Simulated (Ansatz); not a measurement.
A made-up structure of C2H5Si (charge +1), closed shell:

C1  (-0.283, 1.257, -0.311)
C2  (0.588, -1.184, 0.403)
Si3  (-0.634, -0.042, -0.209)
H4  (-0.981, 2.005, -0.677)
H5  (0.704, 1.619, -0.036)
H6  (-1.935, -0.473, -0.580)
H7  (1.543, -0.805, 0.664)
H8  (0.396, -2.221, 0.515)
(Å)

It is relaxed with PBE-D4/def2-SVP and then PBE0-D4/def2-TZVP (Ansatz 0.2.0). Atoms count as bonded within 1.22 times the sum of their covalent radii (H–H: 0.88 Å). The end point is not checked to be a true minimum.

(1) Does its bonding change? (A judgement: the text doesn't fix the answer.)

Answers

(1) Computed: No: no bond forms or breaks.

Where it ends: The first stage lowers the energy by 5.33 eV in 8 steps. It ends as C₂H₅Si ([CH2][SiH][CH2]), total charge +1:
| atom | x (Å) | y (Å) | z (Å) |
| --- | --- | --- | --- |
| C1 | -0.2362 | 1.4408 | -0.3280 |
| C2 | 0.5543 | -1.2282 | 0.3993 |
| Si3 | -0.7752 | -0.2405 | -0.2219 |
| H4 | -0.8393 | 2.2763 | -0.6769 |
| H5 | 0.7768 | 1.7012 | -0.0285 |
| H6 | -2.1060 | -0.7347 | -0.5892 |
| H7 | 1.5054 | -0.7591 | 0.6421 |
| H8 | 0.5166 | -2.3019 | 0.5705 |

Labels in which every atom is bracketed show which atoms are joined, not bond orders.

For scale, one of the runs: PBE0-D4/def2-TZVP relaxation, 129 basis functions, launched by `ansatz run in.yaml --threads 2 --pin off --events-out ev --progress --plain --max-ram 4352MiB`. Hardware: 2 CPU threads of an Arm Neoverse V2, shared host. Wall time about 11 s.
